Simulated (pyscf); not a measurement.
Optimised with ωB97X-D3(BJ)/def2-SVP in PySCF.

Task: For `[NH]=[SiH][NH2]` + `[H][H]` -> `[NH2][SiH2][NH2]`, an addition across a multiple bond or ene-type step (singlet surface; H–H broken, H–N, H–Si formed), PBE/def2-TZVP gives ΔE‡ = 17.0 kcal/mol and ΔE = -47.6 kcal/mol (zero: the separated reactants). In which direction and how far do r²SCAN/def2-TZVP, M06-2X/def2-TZVP, ωB97M-D3(BJ)/def2-TZVP move these?

Result: r²SCAN: ΔE‡ = 18.4 kcal/mol, ΔE = -50.2 kcal/mol; M06-2X: ΔE‡ = 20.8 kcal/mol, ΔE = -52.3 kcal/mol; ωB97M-D3(BJ): ΔE‡ = 20.4 kcal/mol, ΔE = -52.1 kcal/mol. PBE's barrier lies under all of them, by 1.4 to 3.7 kcal/mol. Its reaction energy lies over all of them, by 2.6 to 4.7 kcal/mol. At the saddle there is also a short H–Si contact that neither side keeps. HN=SiH–NH₂ lies 20.7 kcal/mol over its isomer H₂N–Si:–NH₂ [singlet] (electronic energy, ωB97M-D3(BJ)/def2-TZVP). One saddle was located; it need not be the lowest between these sides.
